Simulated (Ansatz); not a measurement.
We consider rhombohedral A7 Bi, described by PBE0-D3(BJ) (PAW; Ansatz, a program for electronic structure).

From the output:

```
WARN output.stress: scf.exx.energy_threshold = 1e-6 eV is looser than the 2e-8 eV advised for a stress under a hybrid functional (1e-8 eV for each atom of the …
Crystal: 2 atoms, lattice volume = 67.637 Å³
Basis set: ecut = 460 eV, 1525 PW (Γ), exchange–correlation on 72×72×72 points (8 copies of the dense FFT grid, shifted against one another)
Bands: 19, of which v1, the nominal top of the filled ones, is band 15 counted from 1 (14 counted from 0)
Symmetry: 12 space group operations
Space group: R-3m (ITA 166), of the structure as read, at distance tolerance 4.1e-5 Å
k-points: 65 of 512
Functional: x = pbe(κ = 0.804, μ = 0.2195149727645171), c = pbe(β = 0.06672455060314922), warm-up for x = 0.75 pbe(κ = 0.804, μ = 0.2195149727645171) + 0.25 exact, c = pbe(β = 0.06672455060314922)
SCF iter   1: F=—  HF=-24794.117475 eV  |F-HF|=—  |Δ(HF+E_count)|=         —  Δρ=1.12e-3  dr2=7.72e-4
SCF iter   2: F=—  HF=-24794.118897 eV  |F-HF|=—  |Δ(HF+E_count)|=   1.42e-3  Δρ=5.17e-4  dr2=1.21e-4
  ...
SCF 1 converged in 7 iterations: F = -24794.118993 eV  dr2 = 3.08e-11
Crystal: 2 atoms, lattice volume = 67.637 Å³
Initial density: handed on by an earlier stage of this run
Functional: x = 0.75 pbe(κ = 0.804, μ = 0.2195149727645171) + 0.25 exact, c = pbe(β = 0.06672455060314922)
Crystal: 2 atoms, lattice volume = 67.637 Å³
SCF 3 converged in 6 iterations: F = -24795.400021 eV  dr2 = 9.74e-12
Crystal: 2 atoms, lattice volume = 67.637 Å³
SCF iter   1: F=—  HF=-24795.400021 eV  |F-HF|=—  |Δ(HF+E_count)|=         —  Δρ=9.26e-7  dr2=3.97e-10
SCF iter   2: F=-24795.400021 eV  HF=-24795.400021 eV  |F-HF|=2.91e-11  |Δ(HF+E_count)|=  4.15e-10  Δρ=4.52e-7  dr2=8.84e-11
SCF 4 converged in 2 iterations: F = -24795.400021 eV  dr2 = 8.84e-11
Free energy (F): -24795.400021 eV
Internal energy: -24795.399055 eV  (E = F + TS)
E sigma→0 (E₀):  -24795.399538 eV
Fermi energy:    10.306881 eV
--- Forces (eV/Å), atoms counted from 1 ---
  atom   1  Bi     0.00006083     0.00000000     0.00002021
  atom   2  Bi    -0.00006083     0.00000000    -0.00002021
--- Stress (GPa, compression-positive) ---
        0.003382       0.000000       0.007193
        0.000000      -0.018269       0.000000
        0.007193       0.000000      -0.015879
  P = ⅓ Tr σ = -0.0103 GPa (-0.103 kbar)
```

### Question
Write an input file that could have produced this run (the log leaves some choices open).

### Answer
Several could match; the one computed here: 
Ansatz 0.2 input:
```yaml
crystal:
  lattice:
    - [4.1421045414, -2.2267964976, 0.0214469623]
    - [4.1421045414, 2.2267964976, 0.0214469623]
    - [2.9260264248, 0.0, 3.6816412111]
  atoms:
    - { symbol: Bi, position: [0.2341969684, 0.2341969684, 0.2341969684] }
    - { symbol: Bi, position: [0.7658030316, 0.7658030316, 0.7658030316] }
basis:
  ecutwfc: 460
  ecutrho_ratio: 4
  xc_grid: 2
kpoints:
  mp_grid: { grid: [8, 8, 8] }
hamiltonian:
  xc: pbe0
  dispersion: d3bj
  pseudopotentials: { kind: paw }
scf:
  occupations: { method: fermi_dirac, width: 0.05 }
  convergence: { dr2_threshold: 0.0000000002 }
output:
  forces: true
  stress: true
  eigenvalues: true
```

The PAW data were made under PBE.

Note: the run warned that the count of filled bands differs between k points.
